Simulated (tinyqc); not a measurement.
Inside a calculation. Method: UHF in the sto-6g basis, for BH, spin multiplicity 3. One step of it, computed by the program tinyqc.

Question. Iteration 2: building the Fock matrix. J_ij = sum D_kl (ij|kl) with D = D(alpha) + D(beta), K_ij = sum D_kl (ik|jl) for each spin; F = H + J - K(s); E = tr D H + tr D J / 2 - 0.5 sum_s tr D(s) K(s) + E_nn.

D(alpha) after iteration 1, lower triangle:
```
            1B 1s      1B 2s     1B 2px    1B 2py    1B 2pz     2H 1s
1B 1s    1.075959
1B 2s   -0.287843   1.092409
1B 2px   0.000000   0.000000   0.135326
1B 2py   0.000000   0.000000  -0.342071  0.864674
1B 2pz   0.022038  -0.094210   0.000000  0.000000  0.084740
2H 1s    0.024205  -0.128441   0.000000  0.000000  0.261080  0.830887
```

D(beta) after iteration 1, lower triangle:
```
            1B 1s     1B 2s    1B 2px    1B 2py    1B 2pz     2H 1s
1B 1s    1.053267
1B 2s   -0.206373  0.800448
1B 2px   0.000000  0.000000  0.000000
1B 2py   0.000000  0.000000  0.000000  0.000000
1B 2pz  -0.014721  0.051367  0.000000  0.000000  0.003299
2H 1s   -0.103594  0.325568  0.000000  0.000000  0.020922  0.132805
```

core Hamiltonian H = T + V (hartree), lower triangle:
```
             1B 1s      1B 2s     1B 2px     1B 2py     1B 2pz      2H 1s
1B 1s   -12.713642
1B 2s    -3.149369  -3.644431
1B 2px    0.000000   0.000000  -2.881135
1B 2py    0.000000   0.000000   0.000000  -2.881135
1B 2pz   -0.007157  -0.069043   0.000000   0.000000  -2.918933
2H 1s    -0.140636  -0.508021   0.000000   0.000000  -0.566034  -1.816110
```

Two-electron integrals (ij|kl) in chemists' order, unique and non-zero (hartree):
```
(11|11) 2.924993   (21|11) 0.480756   (21|21) 0.099484   (22|11) 0.743449
(22|21) 0.188967   (22|22) 0.544922   (31|31) 0.021096   (32|31) 0.030854
(32|32) 0.120443   (33|11) 0.743450   (33|21) 0.188967   (33|22) 0.544922
(33|33) 0.587109   (41|41) 0.021096   (42|41) 0.030854   (42|42) 0.120443
(43|43) 0.031641   (44|11) 0.743450   (44|21) 0.188967   (44|22) 0.544922
(44|33) 0.523827   (44|44) 0.587109   (51|51) 0.021096   (52|51) 0.030854
(52|52) 0.120443   (53|53) 0.031641   (54|54) 0.031641   (55|11) 0.743450
(55|21) 0.188967   (55|22) 0.544922   (55|33) 0.523827   (55|44) 0.523827
(55|55) 0.587109   (61|11) 0.021738   (61|21) 0.004375   (61|22) 0.008298
(61|33) 0.008254   (61|44) 0.008254   (61|51) 0.000349   (61|52) 0.000679
(61|55) 0.008385   (61|61) 0.000200   (62|11) 0.079489   (62|21) 0.020722
(62|22) 0.069411   (62|33) 0.067296   (62|44) 0.067296   (62|51) 0.002327
(62|52) 0.015804   (62|55) 0.073641   (62|61) 0.000978   (62|62) 0.015170
(63|31) 0.001707   (63|32) 0.008694   (63|53) 0.002634   (63|63) 0.001247
(64|41) 0.001707   (64|42) 0.008694   (64|54) 0.002634   (64|64) 0.001247
(65|11) 0.087183   (65|21) 0.022957   (65|22) 0.080304   (65|33) 0.076506
(65|44) 0.076506   (65|51) 0.003810   (65|52) 0.024708   (65|55) 0.087900
(65|61) 0.001119   (65|62) 0.020236   (65|65) 0.027738   (66|11) 0.268995
(66|21) 0.071237   (66|22) 0.267047   (66|33) 0.255770   (66|44) 0.255770
(66|51) 0.007102   (66|52) 0.066334   (66|55) 0.289600   (66|61) 0.003364
(66|62) 0.085539   (66|65) 0.121870   (66|66) 0.774999
```

nuclear repulsion = 1.34582200 hartree

Give: Coulomb J; exchange K(alpha); exchange K(beta); F(alpha); F(beta); total energy of this density.

Answer.

Coulomb J (hartree), lower triangle:
```
         1B 1s   1B 2s   1B 2px  1B 2py  1B 2pz   2H 1s
1B 1s   8.3052
1B 2s   1.5777  3.3492
1B 2px  0.0000  0.0000   3.3210
1B 2py  0.0000  0.0000  -0.0216  3.3672
1B 2pz  0.0075  0.0741   0.0000  0.0000  3.3595
2H 1s   0.0708  0.4523   0.0000  0.0000  0.5380  2.1323
```

exchange K(alpha) (hartree), lower triangle:
```
          1B 1s    1B 2s   1B 2px  1B 2py  1B 2pz   2H 1s
1B 1s    3.0022
1B 2s    0.5144   0.7282
1B 2px   0.0000   0.0000   0.2463
1B 2py   0.0000   0.0000  -0.1900  0.6514
1B 2pz  -0.0007  -0.0271   0.0000  0.0000  0.2807
2H 1s    0.0256   0.1336   0.0000  0.0000  0.1911  0.7018
```

exchange K(beta) (hartree), lower triangle:
```
          1B 1s   1B 2s  1B 2px  1B 2py  1B 2pz   2H 1s
1B 1s    2.9605
1B 2s    0.4847  0.5069
1B 2px   0.0000  0.0000  0.1116
1B 2py   0.0000  0.0000  0.0000  0.1116
1B 2pz  -0.0009  0.0644  0.0000  0.0000  0.1305
2H 1s    0.0184  0.1564  0.0000  0.0000  0.0677  0.1771
```

F(alpha) (hartree), lower triangle:
```
          1B 1s    1B 2s  1B 2px   1B 2py   1B 2pz    2H 1s
1B 1s   -7.4107
1B 2s   -2.0861  -1.0234
1B 2px   0.0000   0.0000  0.1936
1B 2py   0.0000   0.0000  0.1684  -0.1654
1B 2pz   0.0010   0.0322  0.0000   0.0000   0.1599
2H 1s   -0.0954  -0.1893  0.0000   0.0000  -0.2191  -0.3856
```

F(beta) (hartree), lower triangle:
```
          1B 1s    1B 2s   1B 2px  1B 2py   1B 2pz   2H 1s
1B 1s   -7.3689
1B 2s   -2.0564  -0.8021
1B 2px   0.0000   0.0000   0.3283
1B 2py   0.0000   0.0000  -0.0216  0.3745
1B 2pz   0.0013  -0.0593   0.0000  0.0000   0.3101
2H 1s   -0.0882  -0.2122   0.0000  0.0000  -0.0957  0.1391
```

total energy of this density = -24.857363 hartree
